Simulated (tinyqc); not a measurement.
CCSD on RHF in the sto-3g basis, for H2O, spin multiplicity 1, step by step (part 2 of 2). Computed by tinyqc, a small Python program that keeps every step (integrals from PySCF). Command: `OMP_NUM_THREADS=1 python tinyqc.py 25339 25340 out.jsonl` (the two numbers bound the seeds that draw the settings). One thread of a shared host (Intel(R) Xeon(R) Processor @ 2.60GHz), about 0.3 s of CPU time with the checks.

Geometry (angstrom):
```
atom        x         y        z
O     0.00000   0.00000  0.00000
H     0.00000   0.94400  0.70000
H     0.00000  -0.94400  0.70000
```

## CCSD: convergence

E_corr = 1/4 sum <ij||ab> t_ij^ab + 1/2 sum <ij||ab> t_i^a t_j^b; stop when the norm of the change is below 1e-8.

Course of the amplitude iterations:
```
update  correlation energy (hartree)  norm of the change
0                         -0.0574101                   -
1                         -0.0736861            1.11e-01
2                         -0.0795526            4.88e-02
3                         -0.0820219            2.35e-02
4                         -0.0831470            1.19e-02
5                         -0.0836822            6.29e-03
6                         -0.0839448            3.45e-03
7                         -0.0840770            1.95e-03
8                         -0.0841452            1.12e-03
9                         -0.0841812            6.53e-04
10                        -0.0842007            3.83e-04
11                        -0.0842113            2.26e-04
12                        -0.0842173            1.34e-04
13                        -0.0842207            7.95e-05
...                              ...                 ...
18                        -0.0842250            5.94e-06
19                        -0.0842251            3.54e-06
20                        -0.0842252            2.11e-06
21                        -0.0842252            1.26e-06
22                        -0.0842252            7.51e-07
23                        -0.0842252            4.48e-07
24                        -0.0842253            2.68e-07
25                        -0.0842253            1.60e-07
26                        -0.0842253            9.54e-08
27                        -0.0842253            5.69e-08
28                        -0.0842253            3.40e-08
29                        -0.0842253            2.03e-08
30                        -0.0842253            1.21e-08
31                        -0.0842253            7.24e-09
```

Converged amplitudes (spin orbitals 1a, 1b, ...; amplitudes related by a flip of all spins are not repeated; the 24 largest):
```
from      to         t
3a 3b  7a 7b  -0.11199
4a 4b  6a 6b  -0.10298
3a 4b  6b 7a   0.08664
3a 4b  6a 7b  -0.06950
3a 3b  6a 6b  -0.06883
4a 4b  7a 7b  -0.06328
2a 4b  6a 6b  -0.04135
2a 3b  6a 7b  -0.03099
2a 2b  6a 6b  -0.03079
4a        6a  -0.02866
5a 5b  6a 6b  -0.02625
2a 3b  6b 7a   0.02231
2a 2b  7a 7b  -0.02047
3a 4a  6a 7a   0.01714
5a 5b  7a 7b  -0.01396
2a 3a  6a 7a  -0.00868
2a        6a   0.00556
2a 4b  7a 7b   0.00336
3a        7a  -0.00096
1a 2b  7a 7b  -0.00075
1a 1b  6a 6b  -0.00046
1a 2b  6a 6b  -0.00043
1a 4b  7a 7b   0.00036
1a 1b  7a 7b  -0.00035
```

CCSD total energy = -74.9907729 hartree

T1 diagnostic, norm of the one-spin t1 over sqrt(correlated electrons) = 0.00924

Converged in 31 updates.
